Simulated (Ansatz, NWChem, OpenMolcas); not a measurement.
# How basis sets differ on PH3 (phosphine)

PH3 has 4 atoms, charge 0, and is taken as a singlet. SMILES: `P`. The shape is that of a PBE0-D4/def2-TZVP optimisation.

Quantity: the electronic atomisation energy, in eV. The values are calculated. Electronic energies at fixed atoms, without zero-point motion or spin-orbit coupling.

```csv
level,kind,program,value (eV),CPU time (all runs)
B3LYP/3-21G,global hybrid,Ansatz,9.61,1.2 s
B3LYP/6-31G,global hybrid,Ansatz,9.43,1.3 s
B3LYP/6-31G* (spherical functions),global hybrid,NWChem,10.38,6.3 s
B3LYP/6-31G* (Cartesian functions),global hybrid,OpenMolcas,10.38,13 s
B3LYP/aug-cc-pVTZ,global hybrid,OpenMolcas,10.54,55 s
```

The values span 9.43 to 10.54 eV. Without the sets that lack polarisation functions the rows with a basis span only 10.38 to 10.54 eV. Times are those of the runs behind each value, whatever else they computed, on shared processors of several kinds: orders of magnitude only.
